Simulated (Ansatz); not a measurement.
A displaced shape of singlet C2H(-):

```xyz
3

H     0.0045    0.0233   -1.6189
C    -0.0146    0.0460   -0.5069
C    -0.0062    0.0449    0.7776
```

It was optimised with PBE0/def2-SVP in Ansatz (development build ahead of 0.2.0) to forces under 0.001 eV/Å, with restricted orbitals. Each step stands on the lowest determinant of that kind that the program's search found.

What shape does it relax to, and how does the optimisation go?

```json
{"atom": "H", "x (Å)": "-0.0007", "y (Å)": "0.0281", "z (Å)": "-1.5867"}
{"atom": "C", "x (Å)": "-0.0052", "y (Å)": "0.0376", "z (Å)": "-0.5059"}
{"atom": "C", "x (Å)": "-0.0105", "y (Å)": "0.0485", "z (Å)": "0.7444"}
```

Bond lengths: H1–C2 1.081 Å, C2–C3 1.250 Å. Angles: H1–C2–C3 180.0°.

```tsv
step	E − E(start) (eV)	largest force (eV/Å)
1	0.0000	2.6974
2	-0.0635	0.2735
3	-0.0649	0.0335
4	-0.0650	0.0296
5	-0.0652	0.0102
6	-0.0652	0.0029
7	-0.0652	0.0008
```

The optimisation ended after 7 steps with its threshold met. Caution: no diffuse functions for an anion.
